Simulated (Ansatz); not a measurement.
# C2NF3 (singlet): wave-function methods side by side, 6-31G*

The task here is to estimate one member of a computed series from the others.

Method: 6-31G*, core rule «outside noble gas», up to 6 orbitals frozen; program: Ansatz 0.2.0, Gaussian basis.

Plan: UHF; CCSD(T) on RHF; CCSD(T) on UHF; BCCD(T) on RHF; CISD; CASSCF and MRCISD+Q, 8 electrons in 8 orbitals; CASSCF and NEVPT2, 8 electrons in 8 orbitals.

19 further runs of the same task are left out: 2 that didn't finish, 17 set aside as unsound or not needed.

## The system

The geometry is an MP2(full)/6-31G* stationary point (not a proven minimum).

6 atoms, charge 0, spin multiplicity 1.

Atoms are counted from 1 here; the program's logs count them from 0.

Bond lengths: C1–C2 1.477 Å, C1–F3 1.339 Å, C1–F4 1.339 Å, C1–F5 1.339 Å, C2–N6 1.179 Å. Angles: C2–C1–F3 110.1°, C2–C1–F4 110.1°, C2–C1–F5 110.1°, F3–C1–F4 108.8°, F3–C1–F5 108.8°, F4–C1–F5 108.8°, C1–C2–N6 180.0°.

The first run:

Contents of in.yaml:

```yaml
crystal:
  periodic: [false, false, false]
  atoms:
    - {symbol: C, position_ang: [0.000000, 0.000000, -0.301793]}
    - {symbol: C, position_ang: [0.000000, 0.000000, 1.175387]}
    - {symbol: F, position_ang: [0.000000, 1.257579, -0.762668]}
    - {symbol: F, position_ang: [1.089096, -0.628790, -0.762668]}
    - {symbol: F, position_ang: [-1.089096, -0.628790, -0.762668]}
    - {symbol: N, position_ang: [0.000000, 0.000000, 2.354298]}
basis:
  gaussian: {orbitals: "6-31G*"}
magnetization: {spin_polarized: true, initial_magnetization: 0}
hamiltonian: {xc: hf}
output: {orbitals: {seedname: orbitals}}
```

Command:

```
> ansatz run in.yaml --threads 1 --pin off --events-out ev --progress --plain --max-ram 2624MiB --backend cpu
```

Steps of the session up to this table: UHF; CCSD(T) on RHF; CCSD(T) on UHF; BCCD(T) on RHF; CISD; CASSCF and MRCISD+Q, 8 electrons in 8 orbitals; CASSCF and NEVPT2, 8 electrons in 8 orbitals.

One of the session's tables, all rows but one given; the rest of the session is left out.

It belongs to the step «Misses and costs». 

| method | from RCCSD(T) (meV) |
| --- | --- |
| RHF | +26104.3 |
| UHF | +26103.9 |
| RMP2 | +957.6 |
| CISD | ? |
| RCCSD | +802.7 |
| RCCSD(T) | 0 |
| BCCD(T) | -17.4 |
| CASSCF frontier | +21912.9 |
| NEVPT2 frontier | +1422.6 |
| MRCISD frontier | +3383.6 |
| MRCISD+Q frontier | +662.2 |

**Question.** Estimate the row for CISD.

The run gave: from RCCSD(T) (meV): +4992.5. In the column «from RCCSD(T) (meV)» it lies between MRCISD frontier (+3383.6) and CASSCF frontier (+21912.9).

Not comparable, so not listed: CCSD(T) on UHF (they don't share determinant, frozen orbitals or solution with the rows shown, or repeat one).

Caveats from the session: Warnings: restricted reference is unstable.
